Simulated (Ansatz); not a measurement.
## HfO$_{2}$: computed properties

Level of theory: DFT r2SCAN, scalar-relativistic, plane waves, PAW (Ansatz 0.2.0).

Settings: cutoff 500 eV, Γ-centred mesh 8×8×8 on the computed 3-atom cell, Gaussian smearing of 0.02 eV; no spin polarisation.

The structure is relaxed at this level of theory with its symmetry kept. This fluorite-type form isn't the usual stable structure of the compound.

```cif
data_structure
_symmetry_space_group_name_H-M 'Fm-3m'
_symmetry_Int_Tables_number 225
_cell_length_a 5.0583
_cell_length_b 5.0583
_cell_length_c 5.0583
_cell_angle_alpha 90.000
_cell_angle_beta 90.000
_cell_angle_gamma 90.000
_cell_volume 129.43
loop_
_atom_site_label
_atom_site_type_symbol
_atom_site_symmetry_multiplicity
_atom_site_Wyckoff_symbol
_atom_site_fract_x
_atom_site_fract_y
_atom_site_fract_z
_atom_site_occupancy
Hf1 Hf 4 a 0.00000 0.00000 0.00000 1
O1 O 8 c 0.25000 0.75000 0.75000 1
```

```json
{
  "Space group": "Fm-3m (No. 225)",
  "Volume per atom": "10.79 Å³",
  "Formation energy from the elements' standard states (uncorrected)": "-3.721 eV/atom",
  "Generalised Kohn–Sham band gap": "4.30 eV, direct at X",
  "Löwdin character of the top 1 eV of the valence band": "O 2p 93 %",
  "Löwdin character of the lowest 1 eV of the conduction band": "Hf 5d 85 %, O 2p 11 %",
  "Electron masses at the edge by Cartesian direction of the standard setting (m_e; degenerate bands sorted by energy; no spin-orbit coupling)": "x: 1.1; y: 0.75; z: 0.75",
  "Hole masses at the edge by Cartesian direction of the standard setting (m_e; degenerate bands sorted by energy; no spin-orbit coupling)": "x: 0.28; y: 2.9; z: 2.9",
  "Bulk modulus": "271 GPa",
  "Its pressure derivative": "4.2",
  "Bader charges (e)": "Hf (1 in the cell) 2.77, O (2 in the cell) -1.39"
}
```

Spin-orbit coupling is left out, which matters for the bands of heavy elements.